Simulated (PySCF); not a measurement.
# BSH: singlet, from a PBE0 minimum start

Where does singlet BSH go from a PBE0 minimum start, is the end point a minimum, and what are its modes, charges and moments?

Method: PBE0, basis B def2-TZVP, S def2-TZVP, H def2-TZVP, no relativity, density fitting; program: PySCF 2.14.0.

## (1) The starting structure

3 atoms, charge 0, spin multiplicity 1.

Bond lengths: B1–S2 1.598 Å, B1–H3 1.175 Å. Angles: S2–B1–H3 180.0°.

```xyz
3
charge 0 multiplicity 1
B     0.0000    0.0000    1.1344
S     0.0000    0.0000   -0.4634
H     0.0000    0.0000    2.3094
```

## (2) First SCF at the start

One driver script runs all steps and calls PySCF; scf.py shows how it sets up the SCF of each step. The optimiser is the driver's own. After this first run the driver tries any further starts and a stability analysis.

File scf.py:

```python
from pyscf import gto, scf, dft
mol = gto.M(atom='''
B      0.000000    -0.000000     1.134401
S     -0.000000     0.000000    -0.463419
H      0.000000    -0.000000     2.309418''',
    basis={'B': 'def2-TZVP', 'S': 'def2-TZVP', 'H': 'def2-TZVP'},
    charge=0, spin=0)
mf = dft.RKS(mol, xc='PBE0')
mf.grids.atom_grid = (50, 194)
aux = {'B': 'def2-universal-JKFIT', 'S': 'def2-universal-JKFIT', 'H': 'def2-universal-JKFIT'}
mf = mf.density_fit(auxbasis=aux)
mf.conv_tol = 1e-08
mf.diis_space = 10
mf.max_cycle = 60
mf.init_guess = 'minao'
mf.verbose = 4
mf.kernel()
```

Launch:

```sh
$ OMP_NUM_THREADS=2 python axn.py task.json out
```

Further steps of the session: Relaxation: PBE0 minimum start, singlet; Vibrations and properties at this point.

**Question.** What will these runs give? Wanted: minimum; geometry; wavenumbers; dipole moment; highest occupied, lowest empty level; polar-tensor charge of B1; zero-point energy; atomisation energy.

The runs gave:

```
                                 quantity                                   value
                                  minimum                            singlet, C∞v
                                 geometry  B–H 1.175 Å, B–S 1.598 Å; H–B–S 180.0°
                       wavenumbers (cm⁻¹)           730 (π), 1205 (σ+), 2833 (σ+)
                            dipole moment                                  1.42 D
     highest occupied, lowest empty level                         -8.53, -1.18 eV
                polar-tensor charge of B1                                 +0.37 e
                        zero-point energy                             32.9 kJ/mol
                      entropy at 298.15 K                         214.9 J/(mol K)
atomisation energy (no zero-point energy)                             1044 kJ/mol
```

The PBE0 minimum start keeps its C∞v symmetry and ends in a minimum. The strongest infrared band lies at 1205 cm⁻¹ (σ+, stretch). Only this shape and spin were tried, so other structures or states may lie lower.
